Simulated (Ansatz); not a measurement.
Born–Oppenheimer molecular dynamics of BF2H (4 atoms, charge 0, multiplicity 1). It starts from a relaxed structure.

Theory: RKS PBE0-D4/6-31G* (Ansatz).

* ensemble: NVT, Nosé–Hoover chain
* time step: 0.5 fs
* steps asked: 150
* set temperature: 400 K
* thermostat: time constant 100 fs, chain length 3 (defaults)
* temperature schedule: 37 steps to 400 K, then 113 steps to 800 K
* seed: 483972

First frame:

```xyz
4
Properties=species:S:1:pos:R:3
B 0.000 0.000 0.007
H 0.000 0.000 1.199
F 1.130 0.000 -0.668
F -1.130 0.000 -0.668
```

(1) What does the run give?

(2) What happens to the structure?

(3) How do temperature and energy run in time?

Results:

(1) The run went to its last step.

```
steps done                                               : 150
time covered                                             : 75 fs
mean temperature over the second half                    : 216 K
spread of the potential energy over the second half      : 5.9 meV per atom
mean potential energy of the second half above the start : 14.5 meV per atom
```

The conserved energy stayed within 0.31 meV per atom of its start (net change 0.087 meV per atom), so the integration is sound. The schedule's set-point averaged 667 K over the second half and the system 216 K, so it lags behind the ramp. A run of 0.075 ps of so small a system gives no equilibrium averages.

(2) The same pairs are bonded in the first frame and the last. Pairs count as bonded within 1.25 times the sum of covalent radii (0.12 Å more for H–H). This is one draw of velocities; another would differ in detail.

(3) 
| time (fs) | T (K) | potential energy less start (eV) | conserved less start (meV/atom) |
| --- | --- | --- | --- |
| 0.0 | 400 | 0.000 | 0.00 |
| 2.5 | 155 | 0.064 | 0.23 |
| 5.0 | 202 | 0.052 | 0.06 |
| 7.5 | 96 | 0.079 | 0.17 |
| 10.0 | 145 | 0.067 | 0.18 |
| 12.5 | 348 | 0.014 | 0.01 |
| 15.0 | 149 | 0.066 | 0.24 |
| 17.5 | 276 | 0.033 | 0.03 |
| 20.0 | 129 | 0.072 | 0.18 |
| 22.5 | 160 | 0.064 | 0.16 |
| 25.0 | 275 | 0.034 | 0.03 |
| 27.5 | 96 | 0.082 | 0.26 |
| 30.0 | 326 | 0.022 | 0.02 |
| 32.5 | 183 | 0.060 | 0.19 |
| 35.0 | 205 | 0.054 | 0.15 |
| 37.5 | 235 | 0.047 | 0.04 |
| 40.0 | 47 | 0.097 | 0.27 |
| 42.5 | 331 | 0.023 | 0.01 |
| 45.0 | 196 | 0.059 | 0.19 |
| 47.5 | 244 | 0.047 | 0.14 |
| 50.0 | 237 | 0.050 | 0.05 |
| 52.5 | 46 | 0.101 | 0.27 |
| 55.0 | 334 | 0.026 | 0.01 |
| 57.5 | 180 | 0.068 | 0.21 |
| 60.0 | 268 | 0.045 | 0.14 |
| 62.5 | 268 | 0.047 | 0.06 |
| 65.0 | 97 | 0.093 | 0.26 |
| 67.5 | 332 | 0.032 | 0.03 |
| 70.0 | 128 | 0.087 | 0.24 |
| 72.5 | 260 | 0.054 | 0.14 |
| 75.0 | 295 | 0.047 | 0.09 |

The run took 110 s on 1 thread of Arm Neoverse V1 (shared host), peak memory 0.084 GiB.
